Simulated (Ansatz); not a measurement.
A made-up structure of C2H5Si (charge +1), closed shell:

```xyz
8
angstrom
C 0.1146 0.1068 -0.4791
Si -1.1591 1.0788 -1.0058
C 0.8990 -0.8638 0.8542
H -2.1549 0.5254 -1.8535
H -0.9644 2.4794 -1.1352
H 1.0654 -0.1820 1.6978
H 1.8352 -1.3176 0.5295
H 0.1783 -1.6304 1.1656
```

It is relaxed with PBE-D4/def2-SVP and then PBE0-D4/def2-TZVP (Ansatz 0.2.0). Atoms count as bonded within 1.22 times the sum of their covalent radii (H–H: 0.88 Å). The end point is not checked to be a true minimum.

Problem. Does its bonding change? (A judgement: the text doesn't fix the answer.)

Solution. By the calculation: No: no bond forms or breaks.

Where it ends: The first stage lowers the energy by 1.94 eV in 11 steps. It ends as C₂H₅Si ([CH3][C][SiH2]), total charge +1:
C1  (-0.041, -0.128, -0.069)
Si2  (-0.956, 0.997, -0.970)
C3  (0.694, -1.003, 0.658)
H4  (-1.807, 0.433, -2.024)
H5  (-0.825, 2.419, -0.629)
H6  (0.761, 0.259, 0.905)
H7  (1.695, -1.308, 0.341)
H8  (0.294, -1.472, 1.561)
(Å)

Labels in which every atom is bracketed show which atoms are joined, not bond orders.

For scale, one of the runs: PBE0-D4/def2-TZVP relaxation, 129 basis functions, launched by `ansatz run in.yaml --threads 2 --pin off --events-out ev --progress --plain --max-ram 4352MiB`. The run took about 44 s on 2 CPU threads of an Arm Neoverse V2 (shared host).
